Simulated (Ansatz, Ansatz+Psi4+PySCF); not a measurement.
```xyz
2

Si    0.0000    0.0000    0.0000
P     0.0000    0.0000    2.0600
```

Basis set: cc-pV(T+d)Z (spherical functions). Left uncorrelated: 10 orbitals. Correlation on ROHF uses semicanonical orbitals with singles. Charge 0, multiplicity 2.

Computed with Ansatz (development build ahead of 0.2.0); the reference of a correlated method needn't be the lowest determinant of its kind.

The atomization energy at this shape (free ground-state atoms in the same class of orbitals less the molecule, no zero-point energy) of doublet SiP:

```
      method  atomization energy
ROHF-CCSD(T)      77.96 kcal/mol
 UHF-CCSD(T)      77.48 kcal/mol
```

What does ROHF-CCSD give?

72.45 kcal/mol. Caution: the reference determinant was not shown to be the lowest. Caution for ROHF-CCSD(T), ROHF-CCSD: large share of triples, a single reference is doubtful. Caution for UHF-CCSD(T): the unrestricted determinant is spin contaminated.
